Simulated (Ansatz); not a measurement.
# How close CCSD(T) comes to the exact answer in a basis

Each species is computed at the geometry given (Å), with frozen cores, in Ansatz 0.2.0: RHF-CCSD(T) for singlets, UHF-CCSD(T) otherwise, and full CI in the same basis. The program picks the determinant by a search with trial CCSD, so it needn't be the lowest Hartree–Fock solution. States: AlLi triplet Π, P2⁺ doublet Σg⁺ or Δg, BeH3⁺ singlet A1. Cases whose determinant has another symmetry than full CI's state, or lies over 0.5 eV above the lowest of its kind, whose (Q) step broke down or whose higher cluster runs on it stay over 0.1 eV above full CI weren't drawn.

Q: Judging by size, spin and bonding and the diagnostics given, rank them by the size of CCSD(T)'s error in total energy against full CI in the same basis, smallest first (an estimate).
A. AlLi, triplet, aug-cc-pVTZ: Al 0.000 0.000 0.000; Li 0.000 0.000 3.239. T1 0.039, (T) -77 meV in a correlation energy of -1.79 eV
B. BeH3⁺, singlet, cc-pVTZ: Be 0.000 0.000 0.096; H 0.000 0.390 -1.540; H 0.000 0.000 2.220; H 0.000 -0.390 -1.540. T1 0.019, (T) -21 meV in a correlation energy of -2.54 eV
C. P$_{2}$⁺, doublet, 6-31G: P 0.000 0.000 0.000; P 0.000 0.000 1.798. T1 0.019, (T) -121 meV in a correlation energy of -3.98 eV

A: B (5.5 meV), A (30.7 meV), C (72.1 meV).

```tsv
species	basis	correlated electrons	CCSD(T) − full CI (meV)	CCSDT(Q) − full CI (meV)	unpaired electrons (full CI)	T1	⟨S²⟩ of the determinant
BeH3⁺, singlet	cc-pVTZ	4	5.5	0.1	0.15	0.019	0.00
AlLi, triplet	aug-cc-pVTZ	4	30.7	0.1	2.07	0.039	2.03
P2⁺, doublet	6-31G	9	72.1	-0.5	1.21	0.019	0.77
```

Unpaired electrons are Σ n²(2−n)² over natural occupations; an open shell counts its own unpaired electrons too. Frozen cores follow each run's orbitals, which moves totals by a few meV. RHF is unstable for BeH3⁺, singlet in cc-pVTZ: UHF reaches ⟨S²⟩ = 0.51.
